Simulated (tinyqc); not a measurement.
Worked calculation (part 1 of 2): G0W0 on RHF in the sto-3g basis, for H2O, spin multiplicity 1. Computed by tinyqc, a small Python program that keeps every step (integrals from PySCF). Settings: charge = 0, multiplicity = 1, basis = sto-3g, method = RHF, energy threshold = 1e-10, iteration cap = 57, orthogonalisation = symmetric, start = core, DIIS depth = 6. Command: `OMP_NUM_THREADS=1 python tinyqc.py 31825 31826 out.jsonl` (the two numbers bound the seeds that draw the settings). One thread of a shared host (Intel(R) Xeon(R) Processor @ 2.60GHz), about 0.07 s of CPU time with the checks. The early iterations of the SCF are left out here.

## One-electron integrals

Geometry (angstrom):
```
atom         x          y         z
O     0.000000   0.000000  0.000000
H     0.000000   0.795000  0.512000
H     0.000000  -0.795000  0.512000
```

Basis sto-3g: exponents (1/bohr^2) and contraction coefficients of normalised primitives:
```
element  l (shell)    exponent  coefficient
O            s (1)  130.709320     0.154329
O            s (1)   23.808861     0.535328
O            s (1)    6.443608     0.444635
O            s (2)    5.033151    -0.099967
O            s (2)    1.169596     0.399513
O            s (2)    0.380389     0.700115
O            p (3)    5.033151     0.155916
O            p (3)    1.169596     0.607684
O            p (3)    0.380389     0.391957
H            s (1)    3.425251     0.154329
H            s (1)    0.623914     0.535328
H            s (1)    0.168855     0.444635
```

Overlap, kinetic and nuclear-attraction integrals over the contracted functions; the nuclear repulsion is the sum of Za Zb / Rab.

nuclear repulsion = 9.28669671 hartree

overlap S, order 1O 1s, 1O 2s, 1O 2px, 1O 2py, 1O 2pz, 2H 1s, 3H 1s:
$$\begin{pmatrix}
1.000000 & 0.236704 & 0.000000 & 0.000000 & 0.000000 & 0.055482 & 0.055482 \\
0.236704 & 1.000000 & 0.000000 & 0.000000 & 0.000000 & 0.482446 & 0.482446 \\
0.000000 & 0.000000 & 1.000000 & 0.000000 & 0.000000 & 0.000000 & 0.000000 \\
0.000000 & 0.000000 & 0.000000 & 1.000000 & 0.000000 & 0.334151 & -0.334151 \\
0.000000 & 0.000000 & 0.000000 & 0.000000 & 1.000000 & 0.215201 & 0.215201 \\
0.055482 & 0.482446 & 0.000000 & 0.334151 & 0.215201 & 1.000000 & 0.225372 \\
0.055482 & 0.482446 & 0.000000 & -0.334151 & 0.215201 & 0.225372 & 1.000000
\end{pmatrix}$$

kinetic energy T (hartree), order 1O 1s, 1O 2s, 1O 2px, 1O 2py, 1O 2pz, 2H 1s, 3H 1s:
$$\begin{pmatrix}
29.003200 & -0.168011 & 0.000000 & 0.000000 & 0.000000 & -0.001668 & -0.001668 \\
-0.168011 & 0.808128 & 0.000000 & 0.000000 & 0.000000 & 0.134259 & 0.134259 \\
0.000000 & 0.000000 & 2.528731 & 0.000000 & 0.000000 & 0.000000 & 0.000000 \\
0.000000 & 0.000000 & 0.000000 & 2.528731 & 0.000000 & 0.246573 & -0.246573 \\
0.000000 & 0.000000 & 0.000000 & 0.000000 & 2.528731 & 0.158799 & 0.158799 \\
-0.001668 & 0.134259 & 0.000000 & 0.246573 & 0.158799 & 0.760032 & 0.003049 \\
-0.001668 & 0.134259 & 0.000000 & -0.246573 & 0.158799 & 0.003049 & 0.760032
\end{pmatrix}$$

nuclear attraction V (hartree), order 1O 1s, 1O 2s, 1O 2px, 1O 2py, 1O 2pz, 2H 1s, 3H 1s:
$$\begin{pmatrix}
-61.737690 & -7.448007 & 0.000000 & 0.000000 & -0.017225 & -1.797140 & -1.797140 \\
-7.448007 & -10.155215 & 0.000000 & 0.000000 & -0.201716 & -3.942079 & -3.942079 \\
0.000000 & 0.000000 & -9.996402 & 0.000000 & 0.000000 & 0.000000 & 0.000000 \\
0.000000 & 0.000000 & 0.000000 & -10.177935 & 0.000000 & -2.434632 & 2.434632 \\
-0.017225 & -0.201716 & 0.000000 & 0.000000 & -10.071696 & -1.629265 & -1.629265 \\
-1.797140 & -3.942079 & 0.000000 & -2.434632 & -1.629265 & -5.865116 & -1.480163 \\
-1.797140 & -3.942079 & 0.000000 & 2.434632 & -1.629265 & -1.480163 & -5.865116
\end{pmatrix}$$

core Hamiltonian H = T + V (hartree), order 1O 1s, 1O 2s, 1O 2px, 1O 2py, 1O 2pz, 2H 1s, 3H 1s:
$$\begin{pmatrix}
-32.734490 & -7.616018 & 0.000000 & 0.000000 & -0.017225 & -1.798808 & -1.798808 \\
-7.616018 & -9.347087 & 0.000000 & 0.000000 & -0.201716 & -3.807820 & -3.807820 \\
0.000000 & 0.000000 & -7.467671 & 0.000000 & 0.000000 & 0.000000 & 0.000000 \\
0.000000 & 0.000000 & 0.000000 & -7.649204 & 0.000000 & -2.188060 & 2.188060 \\
-0.017225 & -0.201716 & 0.000000 & 0.000000 & -7.542965 & -1.470466 & -1.470466 \\
-1.798808 & -3.807820 & 0.000000 & -2.188060 & -1.470466 & -5.105084 & -1.477114 \\
-1.798808 & -3.807820 & 0.000000 & 2.188060 & -1.470466 & -1.477114 & -5.105084
\end{pmatrix}$$

## Two-electron integrals

Functions are numbered as in S; the eight-fold symmetry (ij|kl) = (ji|kl) = (kl|ij) leaves the list below.

Two-electron integrals (ij|kl) in chemists' order, unique and non-zero (hartree):
```
(11|11) 4.785065    (21|11) 0.741380    (21|21) 0.136873    (22|11) 1.118947
(22|21) 0.256633    (22|22) 0.817206    (31|31) 0.024477    (32|31) 0.037809
(32|32) 0.180518    (33|11) 1.115814    (33|21) 0.256684    (33|22) 0.817023
(33|33) 0.880159    (41|41) 0.024477    (42|41) 0.037809    (42|42) 0.180518
(43|43) 0.047444    (44|11) 1.115814    (44|21) 0.256684    (44|22) 0.817023
(44|33) 0.785270    (44|44) 0.880159    (51|51) 0.024477    (52|51) 0.037809
(52|52) 0.180518    (53|53) 0.047444    (54|54) 0.047444    (55|11) 1.115814
(55|21) 0.256684    (55|22) 0.817023    (55|33) 0.785270    (55|44) 0.785270
(55|55) 0.880159    (61|11) 0.176647    (61|21) 0.032319    (61|22) 0.060145
(61|33) 0.060032    (61|41) 0.001247    (61|42) 0.002327    (61|44) 0.060277
(61|51) 0.000803    (61|52) 0.001499    (61|54) 0.000158    (61|55) 0.060134
(61|61) 0.007730    (62|11) 0.411773    (62|21) 0.095545    (62|22) 0.334758
(62|33) 0.329228    (62|41) 0.005998    (62|42) 0.045016    (62|44) 0.340734
(62|51) 0.003863    (62|52) 0.028991    (62|54) 0.007410    (62|55) 0.334000
(62|61) 0.022965    (62|62) 0.167015    (63|31) 0.010213    (63|32) 0.058662
(63|43) 0.009453    (63|53) 0.006088    (63|63) 0.024361    (64|11) 0.242752
(64|21) 0.057079    (64|22) 0.213616    (64|33) 0.203832    (64|41) 0.013370
(64|42) 0.086035    (64|44) 0.229956    (64|51) 0.002033    (64|52) 0.017629
(64|54) 0.010736    (64|55) 0.206825    (64|61) 0.014352    (64|62) 0.129455
(64|64) 0.123599    (65|11) 0.156339    (65|21) 0.036761    (65|22) 0.137574
(65|33) 0.131273    (65|41) 0.002033    (65|42) 0.017629    (65|44) 0.135921
(65|51) 0.011522    (65|52) 0.070015    (65|54) 0.012447    (65|55) 0.145377
(65|61) 0.009243    (65|62) 0.083372    (65|64) 0.063912    (65|65) 0.065522
(66|11) 0.537530    (66|21) 0.126752    (66|22) 0.507465    (66|33) 0.486780
(66|41) 0.010704    (66|42) 0.109131    (66|44) 0.530208    (66|51) 0.006894
(66|52) 0.070283    (66|54) 0.027969    (66|55) 0.504793    (66|61) 0.030769
(66|62) 0.312660    (66|64) 0.276915    (66|65) 0.178341    (66|66) 0.774606
(71|11) 0.176647    (71|21) 0.032319    (71|22) 0.060145    (71|33) 0.060032
(71|41) -0.001247   (71|42) -0.002327   (71|44) 0.060277    (71|51) 0.000803
(71|52) 0.001499    (71|54) -0.000158   (71|55) 0.060134    (71|61) 0.007596
(71|62) 0.022162    (71|64) 0.012618    (71|65) 0.008925    (71|66) 0.029282
(71|71) 0.007730    (72|11) 0.411773    (72|21) 0.095545    (72|22) 0.334758
(72|33) 0.329228    (72|41) -0.005998   (72|42) -0.045016   (72|44) 0.340734
(72|51) 0.003863    (72|52) 0.028991    (72|54) -0.007410   (72|55) 0.334000
(72|61) 0.022162    (72|62) 0.134212    (72|64) 0.071719    (72|65) 0.065032
(72|66) 0.205568    (72|71) 0.022965    (72|72) 0.167015    (73|31) 0.010213
(73|32) 0.058662    (73|43) -0.009453   (73|53) 0.006088    (73|63) 0.018879
(73|73) 0.024361    (74|11) -0.242752   (74|21) -0.057079   (74|22) -0.213616
(74|33) -0.203832   (74|41) 0.013370    (74|42) 0.086035    (74|44) -0.229956
(74|51) -0.002033   (74|52) -0.017629   (74|54) 0.010736    (74|55) -0.206825
(74|61) -0.012618   (74|62) -0.071719   (74|64) -0.019944   (74|65) -0.033952
(74|66) -0.097032   (74|71) -0.014352   (74|72) -0.129455   (74|74) 0.123599
(75|11) 0.156339    (75|21) 0.036761    (75|22) 0.137574    (75|33) 0.131273
(75|41) -0.002033   (75|42) -0.017629   (75|44) 0.135921    (75|51) 0.011522
(75|52) 0.070015    (75|54) -0.012447   (75|55) 0.145377    (75|61) 0.008925
(75|62) 0.065032    (75|64) 0.033952    (75|65) 0.049902    (75|66) 0.109081
(75|71) 0.009243    (75|72) 0.083372    (75|74) -0.063912   (75|75) 0.065522
(76|11) 0.148866    (76|21) 0.034799    (76|22) 0.130628    (76|33) 0.127958
(76|44) 0.130904    (76|51) 0.002291    (76|52) 0.019827    (76|55) 0.132885
(76|61) 0.008255    (76|62) 0.062848    (76|64) 0.042068    (76|65) 0.035274
(76|66) 0.117816    (76|71) 0.008255    (76|72) 0.062848    (76|74) -0.042068
(76|75) 0.035274    (76|76) 0.028273    (77|11) 0.537530    (77|21) 0.126752
(77|22) 0.507465    (77|33) 0.486780    (77|41) -0.010704   (77|42) -0.109131
(77|44) 0.530208    (77|51) 0.006894    (77|52) 0.070283    (77|54) -0.027969
(77|55) 0.504793    (77|61) 0.029282    (77|62) 0.205568    (77|64) 0.097032
(77|65) 0.109081    (77|66) 0.327960    (77|71) 0.030769    (77|72) 0.312660
(77|74) -0.276915   (77|75) 0.178341    (77|76) 0.117816    (77|77) 0.774606
```

## Orthogonalisation

S = U s U^T; symmetric (Loewdin) form X = U s^(-1/2) U^T, so that X^T S X = 1.

eigenvalues of S: [0.336771, 0.401504, 0.894355, 1.000000, 1.081112, 1.373124, 1.913134]

X, order 1O 1s, 1O 2s, 1O 2px, 1O 2py, 1O 2pz, 2H 1s, 3H 1s:
$$\begin{pmatrix}
1.024281 & -0.144303 & 0.000000 & 0.000000 & -0.009407 & 0.022523 & 0.022523 \\
-0.144303 & 1.260140 & 0.000000 & 0.000000 & 0.104126 & -0.307270 & -0.307270 \\
0.000000 & 0.000000 & 1.000000 & 0.000000 & 0.000000 & 0.000000 & 0.000000 \\
0.000000 & 0.000000 & 0.000000 & 1.131721 & 0.000000 & -0.249263 & 0.249263 \\
-0.009407 & 0.104126 & 0.000000 & 0.000000 & 1.045516 & -0.134754 & -0.134754 \\
0.022523 & -0.307270 & 0.000000 & -0.249263 & -0.134754 & 1.217620 & -0.082219 \\
0.022523 & -0.307270 & 0.000000 & 0.249263 & -0.134754 & -0.082219 & 1.217620
\end{pmatrix}$$

## Iteration 8 (converged): orbitals

converged F (hartree), order 1O 1s, 1O 2s, 1O 2px, 1O 2py, 1O 2pz, 2H 1s, 3H 1s:
$$\begin{pmatrix}
-20.215275 & -5.160564 & 0.000000 & 0.000000 & -0.028923 & -1.227350 & -1.227350 \\
-5.160564 & -2.439864 & 0.000000 & 0.000000 & -0.118848 & -1.039581 & -1.039581 \\
0.000000 & 0.000000 & -0.383344 & 0.000000 & 0.000000 & 0.000000 & 0.000000 \\
0.000000 & 0.000000 & 0.000000 & -0.336381 & 0.000000 & -0.418309 & 0.418309 \\
-0.028923 & -0.118848 & 0.000000 & 0.000000 & -0.346284 & -0.332655 & -0.332655 \\
-1.227350 & -1.039581 & 0.000000 & -0.418309 & -0.332655 & -0.584647 & -0.368466 \\
-1.227350 & -1.039581 & 0.000000 & 0.418309 & -0.332655 & -0.368466 & -0.584647
\end{pmatrix}$$

Diagonalise F' = X^T F X, C = X C', fill 5 alpha and 5 beta electrons from the bottom; D = 2 C_occ C_occ^T. Each column has its largest component positive (the first on a tie).

F' = X^T F X (hartree):
$$\begin{pmatrix}
-19.834402 & -2.697297 & 0.000000 & 0.000000 & -0.052186 & -0.195393 & -0.195393 \\
-2.697297 & -1.197567 & 0.000000 & 0.000000 & 0.108849 & -0.536629 & -0.536629 \\
0.000000 & 0.000000 & -0.383344 & 0.000000 & 0.000000 & 0.000000 & 0.000000 \\
0.000000 & 0.000000 & 0.000000 & 0.014316 & 0.000000 & -0.502402 & 0.502402 \\
-0.052186 & 0.108849 & 0.000000 & 0.000000 & -0.216988 & -0.306334 & -0.306334 \\
-0.195393 & -0.536629 & 0.000000 & -0.502402 & -0.306334 & 0.032438 & -0.102639 \\
-0.195393 & -0.536629 & 0.000000 & 0.502402 & -0.306334 & -0.102639 & 0.032438
\end{pmatrix}$$

orbital energies (hartree): MO1 -20.224207, MO2 -1.261330, MO3 -0.638368, MO4 -0.429767, MO5 -0.383344, MO6 0.596146, MO7 0.787760

coefficients C, order 1O 1s, 1O 2s, 1O 2px, 1O 2py, 1O 2pz, 2H 1s, 3H 1s:
$$\begin{pmatrix}
0.994078 & -0.233057 & 0.000000 & 0.096919 & 0.000000 & -0.138493 & 0.000000 \\
0.026930 & 0.830786 & 0.000000 & -0.507741 & 0.000000 & 0.927208 & 0.000000 \\
0.000000 & 0.000000 & 0.000000 & 0.000000 & 1.000000 & 0.000000 & 0.000000 \\
0.000000 & 0.000000 & 0.594964 & 0.000000 & 0.000000 & 0.000000 & 1.025219 \\
0.004095 & 0.122186 & 0.000000 & 0.810807 & 0.000000 & 0.684104 & 0.000000 \\
-0.006152 & 0.161800 & 0.438228 & 0.260711 & 0.000000 & -0.814532 & -0.845505 \\
-0.006152 & 0.161800 & -0.438228 & 0.260711 & 0.000000 & -0.814532 & 0.845505
\end{pmatrix}$$

D after iteration 8, order 1O 1s, 1O 2s, 1O 2px, 1O 2py, 1O 2pz, 2H 1s, 3H 1s:
$$\begin{pmatrix}
2.103798 & -0.432118 & 0.000000 & 0.000000 & 0.108355 & -0.037111 & -0.037111 \\
-0.432118 & 1.897464 & 0.000000 & 0.000000 & -0.620119 & 0.003764 & 0.003764 \\
0.000000 & 0.000000 & 2.000000 & 0.000000 & 0.000000 & 0.000000 & 0.000000 \\
0.000000 & 0.000000 & 0.000000 & 0.707965 & 0.000000 & 0.521460 & -0.521460 \\
0.108355 & -0.620119 & 0.000000 & 0.000000 & 1.344707 & 0.462261 & 0.462261 \\
-0.037111 & 0.003764 & 0.000000 & 0.521460 & 0.462261 & 0.572461 & -0.195713 \\
-0.037111 & 0.003764 & 0.000000 & -0.521460 & 0.462261 & -0.195713 & 0.572461
\end{pmatrix}$$

## Convergence

Stop when the energy changes by less than 1e-10 hartree and every element of the error matrix X^T (F D S - S D F) X is below 3e-06.

Course of the cycle:
```
iteration   E (hartree)     change  largest element of the error matrix
1          -73.23963131          -                             7.33e-01
2          -74.94698313  -1.71e+00                             5.63e-02
3          -74.95362115  -6.64e-03                             1.86e-02
4          -74.95416340  -5.42e-04                             3.17e-03
5          -74.95419348  -3.01e-05                             5.69e-04
6          -74.95419435  -8.72e-07                             6.49e-05
7          -74.95419436  -8.12e-09                             3.45e-07
8          -74.95419436  -1.85e-13                             5.01e-09
```

PySCF RHF in the same basis = -74.95419436 hartree

Converged in 8 iterations.

## Integrals over molecular orbitals

(pq|rs) = sum C_ip C_jq C_kr C_ls (ij|kl), one index at a time.

one-electron integrals over orbitals h = C^T H C (hartree):
$$\begin{pmatrix}
-32.716594 & 0.560768 & 0.000000 & -0.219590 & 0.000000 & 0.321183 & 0.000000 \\
0.560768 & -7.669749 & 0.000000 & 0.403681 & 0.000000 & -1.388855 & 0.000000 \\
0.000000 & 0.000000 & -6.383114 & 0.000000 & 0.000000 & 0.000000 & -1.741988 \\
-0.219590 & 0.403681 & 0.000000 & -7.066748 & 0.000000 & -1.008181 & 0.000000 \\
0.000000 & 0.000000 & 0.000000 & 0.000000 & -7.467671 & 0.000000 & 0.000000 \\
0.321183 & -1.388855 & 0.000000 & -1.008181 & 0.000000 & -5.255400 & 0.000000 \\
0.000000 & 0.000000 & -1.741988 & 0.000000 & 0.000000 & 0.000000 & -5.640312
\end{pmatrix}$$

Two-electron integrals over orbitals (pq|rs), unique and non-zero (hartree):
```
(11|11) 4.744124    (21|11) -0.417148   (21|21) 0.058244    (22|11) 1.004232
(22|21) -0.013212   (22|22) 0.724864    (31|31) 0.010718    (32|31) 0.017629
(32|32) 0.146759    (33|11) 0.797250    (33|21) -0.004424   (33|22) 0.643230
(33|33) 0.633547    (41|11) 0.172400    (41|21) -0.021037   (41|22) 0.015356
(41|33) 0.006066    (41|41) 0.027783    (42|11) -0.118021   (42|21) 0.008754
(42|22) 0.005188    (42|33) 0.007074    (42|41) 0.020714    (42|42) 0.125423
(43|31) -0.002998   (43|32) 0.020320    (43|43) 0.044724    (44|11) 1.018719
(44|21) -0.013630   (44|22) 0.684520    (44|33) 0.602227    (44|41) -0.012101
(44|42) -0.105237   (44|44) 0.802415    (51|51) 0.026058    (52|51) 0.032518
(52|52) 0.144738    (53|53) 0.028759    (54|51) -0.012652   (54|52) -0.043996
(54|54) 0.055234    (55|11) 1.115332    (55|21) -0.011719   (55|22) 0.747378
(55|33) 0.628372    (55|41) 0.004775    (55|42) -0.063224   (55|44) 0.738398
(55|55) 0.880159    (61|11) -0.249280   (61|21) 0.037066    (61|22) -0.002253
(61|33) -0.000444   (61|41) -0.000918   (61|42) 0.019428    (61|44) -0.018476
(61|55) -0.006517   (61|61) 0.031327    (62|11) 0.311797    (62|21) -0.007239
(62|22) 0.140625    (62|33) 0.071638    (62|41) 0.018076    (62|42) 0.021625
(62|44) 0.097601    (62|55) 0.160219    (62|61) 0.004753    (62|62) 0.100580
(63|31) 0.002756    (63|32) -0.047178   (63|43) -0.028361   (63|63) 0.077047
(64|11) 0.203385    (64|21) -0.001642   (64|22) 0.092097    (64|33) 0.040408
(64|41) 0.004450    (64|42) -0.017266   (64|44) 0.111922    (64|55) 0.107091
(64|61) 0.001371    (64|62) 0.062703    (64|64) 0.060366    (65|51) 0.016556
(65|52) 0.061658    (65|54) -0.002643   (65|65) 0.039358    (66|11) 0.783350
(66|21) -0.006916   (66|22) 0.604419    (66|33) 0.568235    (66|41) 0.021130
(66|42) 0.061335    (66|44) 0.543096    (66|55) 0.581012    (66|61) 0.007025
(66|62) 0.089128    (66|64) 0.042994    (66|66) 0.588421    (71|31) 0.015565
(71|32) 0.023841    (71|43) -0.004529   (71|63) 0.003528    (71|71) 0.022670
(72|31) 0.013943    (72|32) 0.041256    (72|43) -0.031104   (72|63) 0.035057
(72|71) 0.019117    (72|72) 0.061953    (73|11) 0.366170    (73|21) -0.007518
(73|22) 0.142504    (73|33) 0.092465    (73|41) -0.000776   (73|42) -0.069586
(73|44) 0.167892    (73|55) 0.191167    (73|61) -0.006782   (73|62) 0.079056
(73|64) 0.070281    (73|66) 0.037150    (73|73) 0.149114    (74|31) -0.009121
(74|32) -0.073285   (74|43) 0.005260    (74|63) 0.044098    (74|71) -0.013007
(74|72) -0.017362   (74|74) 0.064464    (75|53) 0.023860    (75|75) 0.024928
(76|31) 0.009782    (76|32) 0.103921    (76|43) 0.045446    (76|63) -0.071445
(76|71) 0.013509    (76|72) -0.007235   (76|74) -0.056016   (76|76) 0.120611
(77|11) 0.886377    (77|21) -0.010011   (77|22) 0.627426    (77|33) 0.613026
(77|41) 0.003793    (77|42) -0.016257   (77|44) 0.617114    (77|55) 0.631658
(77|61) -0.005969   (77|62) 0.070816    (77|64) 0.040897    (77|66) 0.563261
(77|73) 0.101588    (77|77) 0.625580
```

## Screening: direct RPA

With D = e_a - e_i and K = (ia|jb): diagonalise D^(1/2) (D + 4K) D^(1/2) = Z w^2 Z^T; X + Y = D^(1/2) Z w^(-1/2), each column of Z with its largest component positive (the first on a tie); E_c = (sum w - tr (D + 2K)) / 2.

D^(1/2) (D + 4K) D^(1/2) (hartree^2):
```
            1>6         1>7       2>6        2>7       3>6        3>7       4>6        4>7
1>6  436.096036    0.000000  0.118243   0.000000  0.000000  -0.147833  0.025347   0.000000
1>7    0.000000  443.408141  0.000000   0.501751  0.071870   0.000000  0.000000  -0.263145
2>6    0.118243    0.000000  4.197513   0.000000  0.000000   0.514680  0.346232   0.000000
2>7    0.000000    0.501751  0.000000   4.706555  0.223029   0.000000  0.000000  -0.109690
3>6    0.000000    0.071870  0.000000   0.223029  1.904487   0.000000  0.000000   0.216256
3>7   -0.147833    0.000000  0.514680   0.000000  0.000000   2.884465  0.340042   0.000000
4>6    0.025347    0.000000  0.346232   0.000000  0.000000   0.340042  1.300219   0.000000
4>7    0.000000   -0.263145  0.000000  -0.109690  0.216256   0.000000  0.000000   1.796319
5>6    0.000000    0.000000  0.000000   0.000000  0.000000   0.000000  0.000000   0.000000
5>7    0.000000    0.000000  0.000000   0.000000  0.000000   0.000000  0.000000   0.000000

          5>6       5>7
1>6  0.000000  0.000000
1>7  0.000000  0.000000
2>6  0.000000  0.000000
2>7  0.000000  0.000000
3>6  0.000000  0.000000
3>7  0.000000  0.000000
4>6  0.000000  0.000000
4>7  0.000000  0.000000
5>6  1.113603  0.000000
5>7  0.000000  1.488257
```

excitation energies w (hartree): [1.055274, 1.100223, 1.219941, 1.269285, 1.438408, 1.653692, 2.106400, 2.174056, 20.882915, 21.057276]

X + Y:
```
            1          2         3          4          5          6          7          8
1>6  0.000000  -0.000406  0.000000   0.000000   0.000000   0.001437  -0.000462   0.000000
1>7  0.000000   0.000000  0.000000   0.001959   0.001125   0.000000   0.000000  -0.003641
2>6  0.000000  -0.108923  0.000000   0.000000   0.000000  -0.378201   0.873689   0.000000
2>7  0.000000   0.000000  0.000000   0.092221  -0.047023   0.000000   0.000000   0.967517
3>6  0.000000   0.000000  0.000000  -0.618336   0.718238   0.000000   0.000000   0.057505
3>7  0.000000  -0.197600  0.000000   0.000000   0.000000   0.858663   0.278944   0.000000
4>6  0.000000   0.947532  0.000000   0.000000   0.000000   0.104803   0.097318   0.000000
4>7  0.000000   0.000000  0.000000   0.759665   0.579964   0.000000   0.000000  -0.023625
5>6  0.963424   0.000000  0.000000   0.000000   0.000000   0.000000   0.000000   0.000000
5>7  0.000000   0.000000  0.979779   0.000000   0.000000   0.000000   0.000000   0.000000

             9         10
1>6   0.998501   0.000000
1>7   0.000000   0.998923
2>6   0.000082   0.000000
2>7   0.000000   0.000357
3>6   0.000000   0.000039
3>7  -0.000089   0.000000
4>6   0.000013   0.000000
4>7   0.000000  -0.000143
5>6   0.000000   0.000000
5>7   0.000000   0.000000
```

RPA correlation energy = -0.04985183 hartree
